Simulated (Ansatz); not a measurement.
bcc Li was calculated with HSE06-D3(BJ) (plane waves, PAW; Ansatz, an electronic-structure program).

Run with plane-wave cutoff 460 eV, 14×14×14 k mesh, Fermi–Dirac smearing 0.05 eV, scalar-relativistic PAW data made under PBE.

Pressure at four volumes; x = ln(V/18.325 Å³). One pressure is withheld.

| V (Å³/atom) | x | P (GPa) |
|---|---|---|
| 17.408 | -0.0513 | ? |
| 17.946 | -0.0209 | 0.354 |
| 18.325 | 0.0000 | 0.017 |
| 19.241 | 0.0488 | -0.682 |

### Question
Pass a parabola P(x) through the three rows shown, estimate the bulk modulus and its pressure derivative near zero pressure, and predict the withheld pressure.

### Answer
Slopes between the rows: (0.017 − (0.354))/(0.0000 − (-0.0209)) = -16.12 and (-0.682 − (0.017))/(0.0488 − (0.0000)) = -14.32 GPa. Their difference over the span 0.0697 is c = 1.80/0.0697 = 25.8 GPa, so P(x) = 0.354 + (-16.12)(x − (-0.0209)) + 25.8 (x − (-0.0209))(x − (0.0000)). At the middle row B = −dP/dx = −[-16.12 + 25.8 × 0.0209] = 15.6 GPa, and B′ = dB/dP = 2c/B = 3.3. At x = -0.0513 the parabola gives 0.884 GPa; the run gives 0.887 GPa. The Birch–Murnaghan fit to the energies at all volumes has B0 = 15.5 GPa and B′ = 3.4.

Measured, for comparison: bulk modulus 13.8 GPa (corrected for temperature and zero-point phonon effects, our sources range from 13.1 to 13.9; as tabulated in Levämäki et al. (2014), arXiv:1402.3671). Computed (rounded) less measured: bulk modulus +12 % (+12 % to +18 % over the range).
